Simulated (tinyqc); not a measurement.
CID on RHF in the sto-6g basis, frozen core, for HF, spin multiplicity 1, step by step. Computed by tinyqc, a small Python program that keeps every step (integrals from PySCF). Settings: charge = 0, multiplicity = 1, basis = sto-6g, method = RHF, frozen orbitals = 1, energy threshold = 1e-10, iteration cap = 57, orthogonalisation = symmetric, start = Wolfsberg-Helmholz matrix, DIIS depth = 6, ci = CID, davidson = 1. Command: `OMP_NUM_THREADS=1 python tinyqc.py 20328 20329 out.jsonl` (the two numbers bound the seeds that draw the settings). One thread of a shared host (Intel(R) Xeon(R) Processor @ 2.60GHz), about 0.2 s of CPU time with the checks. The early iterations of the SCF are left out here.

## One-electron integrals

Geometry (angstrom):
```
atom,x,y,z
F,0.000000,0.000000,0.000000
H,0.000000,0.000000,0.895000
```

Basis sto-6g: exponents (1/bohr^2) and contraction coefficients of normalised primitives:
```
element,l (shell),exponent,coefficient
F,s (1),1728.626574,0.009164
F,s (1),316.941790,0.049361
F,s (1),88.668891,0.168538
F,s (1),30.460157,0.370563
F,s (1),11.828570,0.416492
F,s (1),4.871659,0.130334
F,s (2),67.032281,-0.013253
F,s (2),13.267438,-0.046992
F,s (2),4.123510,-0.033785
F,s (2),1.586463,0.250242
F,s (2),0.689002,0.595117
F,s (2),0.315820,0.240706
F,p (3),67.032281,0.003760
F,p (3),13.267438,0.037679
F,p (3),4.123510,0.173897
F,p (3),1.586463,0.418036
F,p (3),0.689002,0.425860
F,p (3),0.315820,0.101708
H,s (1),35.523221,0.009164
H,s (1),6.513144,0.049361
H,s (1),1.822143,0.168538
H,s (1),0.625955,0.370563
H,s (1),0.243077,0.416492
H,s (1),0.100112,0.130334
```

Overlap, kinetic and nuclear-attraction integrals over the contracted functions; the nuclear repulsion is the sum of Za Zb / Rab.

nuclear repulsion = 5.32133508 hartree

overlap S:
```
,1F 1s,1F 2s,1F 2px,1F 2py,1F 2pz,2H 1s
1F 1s,1.000000,0.232479,0.000000,0.000000,0.000000,0.053264
1F 2s,0.232479,1.000000,0.000000,0.000000,0.000000,0.466538
1F 2px,0.000000,0.000000,1.000000,0.000000,0.000000,0.000000
1F 2py,0.000000,0.000000,0.000000,1.000000,0.000000,0.000000
1F 2pz,0.000000,0.000000,0.000000,0.000000,1.000000,0.355680
2H 1s,0.053264,0.466538,0.000000,0.000000,0.355680,1.000000
```

kinetic energy T (hartree):
```
,1F 1s,1F 2s,1F 2px,1F 2py,1F 2pz,2H 1s
1F 1s,37.397730,-1.143349,0.000000,0.000000,0.000000,-0.000043
1F 2s,-1.143349,1.082297,0.000000,0.000000,0.000000,0.139755
1F 2px,0.000000,0.000000,3.251325,0.000000,0.000000,0.000000
1F 2py,0.000000,0.000000,0.000000,3.251325,0.000000,0.000000
1F 2pz,0.000000,0.000000,0.000000,0.000000,3.251325,0.288894
2H 1s,-0.000043,0.139755,0.000000,0.000000,0.288894,0.768522
```

nuclear attraction V (hartree):
```
,1F 1s,1F 2s,1F 2px,1F 2py,1F 2pz,2H 1s
1F 1s,-78.413711,-8.003166,0.000000,0.000000,-0.016718,-2.109387
1F 2s,-8.003166,-12.061092,0.000000,0.000000,-0.187879,-4.390854
1F 2px,0.000000,0.000000,-12.019028,0.000000,0.000000,0.000000
1F 2py,0.000000,0.000000,0.000000,-12.019028,0.000000,0.000000
1F 2pz,-0.016718,-0.187879,0.000000,0.000000,-12.143679,-3.004101
2H 1s,-2.109387,-4.390854,0.000000,0.000000,-3.004101,-6.312396
```

core Hamiltonian H = T + V (hartree):
```
,1F 1s,1F 2s,1F 2px,1F 2py,1F 2pz,2H 1s
1F 1s,-41.015982,-9.146515,0.000000,0.000000,-0.016718,-2.109430
1F 2s,-9.146515,-10.978796,0.000000,0.000000,-0.187879,-4.251099
1F 2px,0.000000,0.000000,-8.767703,0.000000,0.000000,0.000000
1F 2py,0.000000,0.000000,0.000000,-8.767703,0.000000,0.000000
1F 2pz,-0.016718,-0.187879,0.000000,0.000000,-8.892353,-2.715207
2H 1s,-2.109430,-4.251099,0.000000,0.000000,-2.715207,-5.543874
```

## Two-electron integrals

Functions are numbered as in S; the eight-fold symmetry (ij|kl) = (ji|kl) = (kl|ij) leaves the list below.

Two-electron integrals (ij|kl) in chemists' order, unique and non-zero (hartree):
```
i,j,k,l,(ij|kl)
1,1,1,1,5.406240
2,1,1,1,0.768129
2,1,2,1,0.138909
2,2,1,1,1.266271
2,2,2,1,0.283987
2,2,2,2,0.926367
3,1,3,1,0.029452
3,2,3,1,0.044681
3,2,3,2,0.204753
3,3,1,1,1.266273
3,3,2,1,0.283987
3,3,2,2,0.926366
3,3,3,3,0.998085
4,1,4,1,0.029452
4,2,4,1,0.044681
4,2,4,2,0.204753
4,3,4,3,0.053789
4,4,1,1,1.266273
4,4,2,1,0.283987
4,4,2,2,0.926366
4,4,3,3,0.890506
4,4,4,4,0.998085
5,1,5,1,0.029452
5,2,5,1,0.044681
5,2,5,2,0.204753
5,3,5,3,0.053789
5,4,5,4,0.053789
5,5,1,1,1.266273
5,5,2,1,0.283987
5,5,2,2,0.926366
5,5,3,3,0.890506
5,5,4,4,0.890506
5,5,5,5,0.998085
6,1,1,1,0.188010
6,1,2,1,0.032570
6,1,2,2,0.065064
6,1,3,3,0.064950
6,1,4,4,0.064950
6,1,5,1,0.001406
6,1,5,2,0.002739
6,1,5,5,0.065293
6,1,6,1,0.007765
6,2,1,1,0.440772
6,2,2,1,0.100170
6,2,2,2,0.360304
6,2,3,3,0.355395
6,2,4,4,0.355395
6,2,5,1,0.007183
6,2,5,2,0.052293
6,2,5,5,0.370122
6,2,6,1,0.023449
6,2,6,2,0.167632
6,3,3,1,0.011567
6,3,3,2,0.064677
6,3,5,3,0.011106
6,3,6,3,0.025667
6,4,4,1,0.011567
6,4,4,2,0.064677
6,4,5,4,0.011106
6,4,6,4,0.025667
6,5,1,1,0.283091
6,5,2,1,0.065290
6,5,2,2,0.251076
6,5,3,3,0.240089
6,5,4,4,0.240089
6,5,5,1,0.015799
6,5,5,2,0.100134
6,5,5,5,0.273050
6,5,6,1,0.016017
6,5,6,2,0.143355
6,5,6,5,0.147805
6,6,1,1,0.562867
6,6,2,1,0.130294
6,6,2,2,0.535264
6,6,3,3,0.516535
6,6,4,4,0.516535
6,6,5,1,0.012858
6,6,5,2,0.127018
6,6,5,5,0.572721
6,6,6,1,0.030796
6,6,6,2,0.307802
6,6,6,5,0.305747
6,6,6,6,0.774999
```

## Orthogonalisation

S = U s U^T; symmetric (Loewdin) form X = U s^(-1/2) U^T, so that X^T S X = 1.

eigenvalues of S: 0.397472  0.849444  1.000000  1.000000  1.118837  1.634247

X:
```
,1F 1s,1F 2s,1F 2px,1F 2py,1F 2pz,2H 1s
1F 1s,1.022170,-0.130371,0.000000,0.000000,-0.007470,0.021601
1F 2s,-0.130371,1.136160,0.000000,0.000000,0.086051,-0.308327
1F 2px,0.000000,0.000000,1.000000,0.000000,0.000000,0.000000
1F 2py,0.000000,0.000000,0.000000,1.000000,0.000000,0.000000
1F 2pz,-0.007470,0.086051,0.000000,0.000000,1.064363,-0.231342
2H 1s,0.021601,-0.308327,0.000000,0.000000,-0.231342,1.176116
```

## Iteration 7 (converged): orbitals

converged F (hartree):
```
,1F 1s,1F 2s,1F 2px,1F 2py,1F 2pz,2H 1s
1F 1s,-26.231854,-6.369625,0.000000,0.000000,-0.024814,-1.469542
1F 2s,-6.369625,-2.923063,0.000000,0.000000,-0.110610,-1.182984
1F 2px,0.000000,0.000000,-0.474425,0.000000,0.000000,0.000000
1F 2py,0.000000,0.000000,0.000000,-0.474425,0.000000,0.000000
1F 2pz,-0.024814,-0.110610,0.000000,0.000000,-0.392176,-0.593064
2H 1s,-1.469542,-1.182984,0.000000,0.000000,-0.593064,-0.636160
```

Diagonalise F' = X^T F X, C = X C', fill 5 alpha and 5 beta electrons from the bottom; D = 2 C_occ C_occ^T. Each column has its largest component positive (the first on a tie).

F' = X^T F X (hartree):
```
,1,2,3,4,5,6
1,-25.818113,-3.184255,0.000000,0.000000,-0.043469,-0.255755
2,-3.184255,-1.674452,0.000000,0.000000,0.102824,-0.605245
3,0.000000,0.000000,-0.474425,0.000000,0.000000,0.000000
4,0.000000,0.000000,0.000000,-0.474425,0.000000,0.000000
5,-0.043469,0.102824,0.000000,0.000000,-0.179034,-0.595179
6,-0.255755,-0.605245,0.000000,0.000000,-0.595179,-0.015738
```

orbital energies (hartree): MO1 -26.235262, MO2 -1.492336, MO3 -0.600361, MO4 -0.474425, MO5 -0.474425, MO6 0.640623

coefficients C:
```
,MO1,MO2,MO3,MO4,MO5,MO6
1F 1s,0.997027,-0.236099,0.078078,0.000000,0.000000,0.080308
1F 2s,0.013349,0.933742,-0.442220,0.000000,0.000000,-0.585420
1F 2px,0.000000,0.000000,0.000000,0.042123,0.999112,0.000000
1F 2py,0.000000,0.000000,0.000000,0.999112,-0.042123,0.000000
1F 2pz,0.002277,0.097304,0.707988,0.000000,0.000000,-0.826516
2H 1s,-0.003732,0.154607,0.512136,0.000000,0.000000,1.116289
```

D after iteration 7:
```
,1F 1s,1F 2s,1F 2px,1F 2py,1F 2pz,2H 1s
1F 1s,2.111804,-0.483347,0.000000,0.000000,0.069149,-0.000475
1F 2s,-0.483347,2.135221,0.000000,0.000000,-0.444398,-0.164327
1F 2px,0.000000,0.000000,2.000000,0.000000,0.000000,0.000000
1F 2py,0.000000,0.000000,0.000000,2.000000,0.000000,0.000000
1F 2pz,0.069149,-0.444398,0.000000,0.000000,1.021440,0.755243
2H 1s,-0.000475,-0.164327,0.000000,0.000000,0.755243,0.572400
```

Within a degenerate level the vectors are fixed only up to a rotation; this is one choice.

## Convergence

Stop when the energy changes by less than 1e-10 hartree and every element of the error matrix X^T (F D S - S D F) X is below 3e-06.

Course of the cycle:
```
iteration,E (hartree),change,largest element of the error matrix
1,-99.24612851,-,6.42e-01
2,-99.47607260,-2.30e-01,1.24e-01
3,-99.49645678,-2.04e-02,2.12e-02
4,-99.49677193,-3.15e-04,1.70e-03
5,-99.49677348,-1.54e-06,1.13e-04
6,-99.49677348,-6.92e-09,4.71e-06
7,-99.49677348,-1.18e-11,2.14e-09
```

PySCF RHF in the same basis = -99.49677348 hartree

Converged in 7 iterations.

## Integrals over molecular orbitals

(pq|rs) = sum C_ip C_jq C_kr C_ls (ij|kl), one index at a time.

one-electron integrals over orbitals h = C^T H C (hartree):
```
,1,2,3,4,5,6
1,-41.001950,0.709935,-0.230588,0.000000,0.000000,-0.248586
2,0.709935,-9.230849,0.557497,0.000000,0.000000,1.275171
3,-0.230588,0.557497,-7.773094,0.000000,0.000000,1.792804
4,0.000000,0.000000,0.000000,-8.767703,0.000000,0.000000
5,0.000000,0.000000,0.000000,0.000000,-8.767703,0.000000
6,-0.248586,1.275171,1.792804,0.000000,0.000000,-6.141332
```

Two-electron integrals over orbitals (pq|rs), unique and non-zero (hartree); the lowest 1 orbital is frozen and left out:
```
p,q,r,s,(pq|rs)
2,2,2,2,0.861541
3,2,2,2,-0.011829
3,2,3,2,0.158536
3,3,2,2,0.765599
3,3,3,2,-0.055577
3,3,3,3,0.788434
4,2,4,2,0.179747
4,3,4,2,-0.044412
4,3,4,3,0.050512
4,4,2,2,0.878919
4,4,3,2,-0.076429
4,4,3,3,0.769432
4,4,4,4,0.998085
5,2,5,2,0.179747
5,3,5,2,-0.044412
5,3,5,3,0.050512
5,4,5,4,0.053789
5,5,2,2,0.878919
5,5,3,2,-0.076429
5,5,3,3,0.769432
5,5,4,4,0.890506
5,5,5,5,0.998085
6,2,2,2,-0.136695
6,2,3,2,-0.040377
6,2,3,3,-0.044504
6,2,4,4,-0.134956
6,2,5,5,-0.134956
6,2,6,2,0.099023
6,3,2,2,-0.154137
6,3,3,2,0.093055
6,3,3,3,-0.128570
6,3,4,4,-0.186636
6,3,5,5,-0.186636
6,3,6,2,0.059422
6,3,6,3,0.166176
6,4,4,2,-0.044410
6,4,4,3,-0.012998
6,4,6,4,0.031938
6,5,5,2,-0.044410
6,5,5,3,-0.012998
6,5,6,5,0.031938
6,6,2,2,0.690404
6,6,3,2,0.074901
6,6,3,3,0.671410
6,6,4,4,0.655049
6,6,5,5,0.655049
6,6,6,2,-0.069388
6,6,6,3,-0.010702
6,6,6,6,0.720699
```

## CID: determinants and Hamiltonian

one-electron integrals dressed by the frozen orbital, h + 2 (pq|11) - (p1|1q) (hartree):
```
,2,3,4,5,6
2,-6.882723,0.284298,0.000000,0.000000,0.769764
3,0.284298,-5.738162,0.000000,0.000000,1.117017
4,0.000000,0.000000,-6.266177,0.000000,0.000000
5,0.000000,0.000000,0.000000,-6.266177,0.000000
6,0.769764,1.117017,0.000000,0.000000,-4.374127
```

energy of the frozen orbital, 2 h_11 + (11|11) = -76.62332271 hartree

Hartree-Fock energy = -99.49677348 hartree

Slater-Condon rules over spin orbitals, with the nuclear repulsion and the energy of the frozen orbital added and E(HF) subtracted on the diagonal. Only determinants linked to the reference directly or through others are kept (one block of an abelian symmetry group), so some states are absent.

Occupation strings over the orbitals (2 doubly, a alpha, b beta, 0 empty; spin orbitals ordered 1a 1b 2a 2b ...): 222220 222202 222022 220222 2ab222 2ba222 202222

H - E(HF) between determinants (hartree):
```
,222220,222202,222022,220222,2ab222,2ba222,202222
222220,0.000000,0.031938,0.031938,0.166176,-0.059422,0.059422,0.099023
222202,0.031938,1.392560,0.053789,0.050512,0.044412,-0.044412,0.179747
222022,0.031938,0.053789,1.392560,0.050512,0.044412,-0.044412,0.179747
220222,0.166176,0.050512,0.050512,1.637810,0.145957,-0.145957,0.158536
2ab222,-0.059422,0.044412,0.044412,0.145957,2.401811,-0.158536,0.102209
2ba222,0.059422,-0.044412,-0.044412,-0.145957,-0.158536,2.401811,-0.102209
202222,0.099023,0.179747,0.179747,0.158536,0.102209,-0.102209,3.284588
```

## CID: roots

Diagonalise (each vector has its largest component positive (the first on a tie)); all determinants have Ms = 0, so triplets appear too. The lowest singlet root is the correlation energy.

lowest roots of this matrix, relative to E(HF) (hartree): -0.024103  1.338771  1.400205  1.609163  2.243274  2.566539  3.377290

lowest vectors:
```
,root 1,root 2,root 3,root 4
222220,0.993354,0.000000,0.001632,0.107089
222202,-0.016873,0.707107,0.688480,0.123458
222022,-0.016873,-0.707107,0.688480,0.123458
220222,-0.101215,0.000000,-0.196428,0.952794
2ab222,0.030120,0.000000,-0.017965,-0.139659
2ba222,-0.030120,0.000000,0.017965,0.139659
202222,-0.024907,0.000000,-0.112956,-0.105937
```

<S^2> of these roots: 0.000000  0.000000  0.000000  0.000000  2.000000  0.000000  0.000000

weight of the ground state by excitation level 0, 1, 2, ...: 0.986751  0.000000  0.013249

## The lowest root by the Davidson method

Start from the reference; add the residual divided by (theta - H_ii), orthogonalised, at each step.

Davidson iterations:
```
iteration,subspace,lowest Ritz value (hartree),residual norm
1,1,0,2.16e-01
2,2,-0.02372704,3.16e-02
3,3,-0.02410280,1.24e-03
4,4,-0.02410342,5.91e-05
5,5,-0.02410343,1.00e-16
```
